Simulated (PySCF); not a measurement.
This PySCF input (PBE/def2-TZVPP) gives -95.76714 Eh with 132 basis functions.

```python
import numpy as np, basis_set_exchange as bse
from pyscf import gto, scf, dft, df

basis = {'C': gto.basis.parse(bse.get_basis('def2-TZVPP', elements=['C'], fmt='nwchem')), 'H': gto.basis.parse(bse.get_basis('def2-TZVPP', elements=['H'], fmt='nwchem')), 'N': gto.basis.parse(bse.get_basis('def2-TZVPP', elements=['N'], fmt='nwchem'))}
mol = gto.M(
    atom='''
    C     0.05421122    0.70484056    0.00025981
    N     0.04393301   -0.75753911    0.00046505
    H    -0.93688026    1.17928349   -0.00704903
    H    -0.44952413   -1.11274988    0.81056760
    H    -0.43767370   -1.11306154   -0.81660260
    H     0.58924350    1.06029739    0.88241211
    H     0.60203622    1.05996094   -0.87414231
    ''',
    basis=basis,
    charge=0,
    verbose=4,
    max_memory=8640,
)
mf = dft.RKS(mol, xc='pbe')
mf.grids.level = 3
mf = mf.density_fit(auxbasis=df.autoaux(mol))
mf.conv_tol = 1e-9
mf.max_cycle = 100
print('smallest overlap eigenvalue', np.linalg.eigvalsh(mol.intor('int1e_ovlp'))[0])
mf.kernel()
dip = mf.dip_moment()
```

Change:
```diff
- basis = {'C': gto.basis.parse(bse.get_basis('def2-TZVPP', elements=['C'], fmt='nwchem')), 'H': gto.basis.parse(bse.get_basis('def2-TZVPP', elements=['H'], fmt='nwchem')), 'N': gto.basis.parse(bse.get_basis('def2-TZVPP', elements=['N'], fmt='nwchem'))}
+ basis = {'C': gto.basis.parse(bse.get_basis('cc-pVDZ', elements=['C'], fmt='nwchem')), 'H': gto.basis.parse(bse.get_basis('cc-pVDZ', elements=['H'], fmt='nwchem')), 'N': gto.basis.parse(bse.get_basis('cc-pVDZ', elements=['N'], fmt='nwchem'))}
```

Problem. What does the run give now?

Solution. -95.72229 Eh (PBE/cc-pVDZ, 53 functions), a change of +44.85 mEh.
